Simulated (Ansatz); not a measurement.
What each rung costs, and what it gives

The pair of CH₄S (SMILES CS, atoms 1–6) and SiH₄ (SMILES [SiH4], atoms 7–11), both closed shells, in one local arrangement (a lower one may exist), relaxed at PBE0-D4/def2-TZVP:

```
11
angstrom
C -0.7172 -0.4297 -1.7046
S 0.9430 0.2608 -1.5466
H -1.3524 -0.1297 -0.8716
H -0.5991 -1.5130 -1.6790
H -1.1759 -0.1503 -2.6520
H 0.5910 1.5551 -1.5822
Si 0.4701 0.0822 1.9945
H 1.8601 0.5730 1.8417
H 0.1504 -0.0174 3.4452
H 0.3178 -1.2618 1.3838
H -0.4878 1.0308 1.3708
```

Interaction energies are counterpoise-corrected; the time is that of the whole pair.

Ansatz 0.2.0; basis: as named in each row; cores frozen in the correlated methods. B3LYP uses VWN-RPA correlation. Extrapolation: Hartree–Fock as exp(−7.88 √X), correlation as X^−2.97.

Times are rough, for one single point on 4 threads of a shared host (Arm Neoverse V2).

The estimate by CCSD(T) at an estimated basis limit (MP2 extrapolated from triple and quadruple zeta, plus CCSD(T) − MP2 in triple zeta) is -2.07 kcal/mol.

```tsv
method	basis	time (s)	interaction energy (kcal/mol)	method less estimate
HF	STO-3G	under 1	1.91	3.98
PBE-D4	STO-3G	under 1	-0.40	1.67
SPW92	def2-SVP	under 1	-3.63	-1.56
B3LYP-D4	6-31G	under 1	-1.41	0.66
PBE-D4	def2-SVP	under 1	-2.52	-0.44
PBE0-D4	def2-SVP	under 1	-2.46	-0.38
CCSD(T)	def2-SVP	1	-0.37	1.70
PBE-D4	def2-TZVPPD	2	-2.53	-0.45
revPBE-D4	def2-TZVPPD	2	-2.25	-0.18
BLYP-D4	def2-TZVPPD	2	-2.07	0.00
wB97M-V	def2-SVP	2	-2.21	-0.14
PBE0-D4	def2-TZVPPD	2	-2.37	-0.30
B3LYP-D4	def2-TZVPPD	2	-2.16	-0.09
HSE06-D4	def2-TZVPPD	2	-2.34	-0.26
r2SCAN-D4	def2-TZVPPD	3	-2.06	0.01
B2PLYP	def2-TZVPPD	4	-0.52	1.55
wB97X-V	def2-TZVPPD	6	-2.06	0.02
B97M-V	def2-TZVPPD	7	-2.16	-0.09
wB97M-V	def2-TZVPPD	8	-2.26	-0.19
MP2	def2-QZVPPD	18	-2.08	-0.01
CCSD(T)	def2-TZVPPD	79	-1.63	0.44
```

No T1 diagnostic of these runs exceeds 0.011.
